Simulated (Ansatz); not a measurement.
**Which is lower?**

Two relaxed structures of BSiHF, doublet (PBE0-D4/def2-TZVP; forces vanish, vibrations not checked).

A:

```xyz
4
angstrom
B 1.4194 -3.0355 -0.4735
Si -0.4352 0.5059 0.5525
F 1.1972 -1.8257 -0.1602
H 0.9250 1.1459 0.2619
```

B:

| atom | x (Å) | y (Å) | z (Å) |
| --- | --- | --- | --- |
| B1 | -0.3605 | -0.0668 | 0.1836 |
| Si2 | -1.0106 | 1.6724 | 0.6382 |
| F3 | 0.6867 | -2.8131 | -0.5406 |
| H4 | 0.3607 | -1.9641 | -0.3168 |

Computed with Ansatz 0.2.0 (basis: def2-TZVPP); correlated methods freeze the cores; orbitals are unrestricted. B3LYP uses VWN-RPA correlation.

(1) Which structure is lower at CCSD(T), and by how much? (An estimate is asked for; the value comes from the calculation.)

The T1 diagnostic stays at or below 0.022. ⟨S²⟩ of the unrestricted Hartree–Fock references: 0.79 to 1.82 (a pure state has 0.75). The unrestricted reference is spin-contaminated, which hurts MP2 most. The program raised a doubt about the electronic state.

## Answers

(1) Computed: A, by 47.22 kcal/mol (electronic energy, against the other). By their contacts, A is a complex of SiH + BF and B is a complex of BSi + HF.

All methods give the same order:

| method | E(B) − E(A) (kcal/mol) |
| --- | --- |
| PBE-D4 | 33.69 |
| r2SCAN-D4 | 32.96 |
| PBE0-D4 | 36.26 |
| B3LYP-D4 | 42.87 |
| wB97M-V | 52.03 |
| HF | 47.39 |
| MP2 | 47.90 |
| CCSD | 49.56 |
| CCSD(T) | 47.22 |

For scale, one of the runs: CCSD(T)/def2-TZVPP, 118 basis functions, launched by `ansatz run in.yaml --threads 2 --pin off --events-out ev --progress --plain --max-ram 4352MiB`. Hardware: 2 CPU threads of an Arm Neoverse V2, shared host. Wall time 34 s; peak host memory 0.99 GiB.
